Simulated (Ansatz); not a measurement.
Compare A (`C#CCOC`) with its isomer B (`CC#COC`).

Gas-phase electronic energies from Ansatz, PBE0-D4/def2-TZVP geometries. CCSD(T)/CBS is the MP2 limit (def2-TZVPP, def2-QZVPP) plus CCSD(T) − MP2 in def2-TZVPP, frozen cores. Functionals use def2-TZVPP. B3LYP here is the variant with VWN-RPA as its local correlation; programs differ in this. Each species was taken in one conformer, which may not be the lowest.

(1) Which isomer does CCSD(T)/CBS put lower? Give the gap. (An estimate is asked.)

(2) Give E(B) − E(A) in kJ/mol with HF/def2-TZVPP, ωB97M-V, CCSD/def2-TZVPP, B2PLYP, B3LYP-D4, B3LYP, MP2/def2-TZVPP. (Estimate.)

Largest T1 diagnostic: 0.012.

Answers

(1) The calculation gave: A, by 5.7 kJ/mol.

(2) The calculation gave: HF/def2-TZVPP 0.6, ωB97M-V -0.4, CCSD/def2-TZVPP 5.1, B2PLYP -2.0, B3LYP-D4 -5.3, B3LYP -6.7, MP2/def2-TZVPP 2.5. The order is the other way round with B2PLYP, B3LYP-D4, B3LYP.
